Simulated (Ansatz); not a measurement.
Mulliken charges of `C=NC(N)(F)F` from B3LYP/def2-TZVPP in Ansatz (PBE0-D4/def2-TZVP geometry).

```json
{"atom": "C1", "x (Å)": "-0.341", "y (Å)": "-1.753", "z (Å)": "-0.024", "charge (e)": "-0.092"}
{"atom": "N2", "x (Å)": "-0.325", "y (Å)": "-0.659", "z (Å)": "0.596", "charge (e)": "-0.209"}
{"atom": "C3", "x (Å)": "-0.144", "y (Å)": "0.546", "z (Å)": "-0.145", "charge (e)": "0.473"}
{"atom": "N4", "x (Å)": "0.951", "y (Å)": "1.247", "z (Å)": "0.364", "charge (e)": "-0.292"}
{"atom": "F5", "x (Å)": "0.039", "y (Å)": "0.373", "z (Å)": "-1.485", "charge (e)": "-0.215"}
{"atom": "F6", "x (Å)": "-1.331", "y (Å)": "1.233", "z (Å)": "-0.063", "charge (e)": "-0.203"}
{"atom": "H7", "x (Å)": "-0.214", "y (Å)": "-1.837", "z (Å)": "-1.105", "charge (e)": "0.108"}
{"atom": "H8", "x (Å)": "-0.488", "y (Å)": "-2.667", "z (Å)": "0.548", "charge (e)": "0.122"}
{"atom": "H9", "x (Å)": "0.902", "y (Å)": "1.304", "z (Å)": "1.371", "charge (e)": "0.158"}
{"atom": "H10", "x (Å)": "1.035", "y (Å)": "2.163", "z (Å)": "-0.054", "charge (e)": "0.150"}
```

Problem. By hand: the dipole of these point charges (1 e Å = 4.8032 D).

Solution. Σ q r = (0.230, -0.131, 0.191) e Å, of length 0.326 e Å = 1.57 D.

Problem. How does the dipole of the full density compare? (Best estimate.)

Solution. Computed: (0.184, -0.126, 0.087) e Å, 1.15 D; the point charges give 1.37 times that, at 15° from its direction.

Point charges leave out the atoms' own dipoles, such as those of lone pairs, and Mulliken's split depends on the basis, so the two needn't agree.

B3LYP here is the variant with VWN-RPA as its local correlation; programs differ in this.
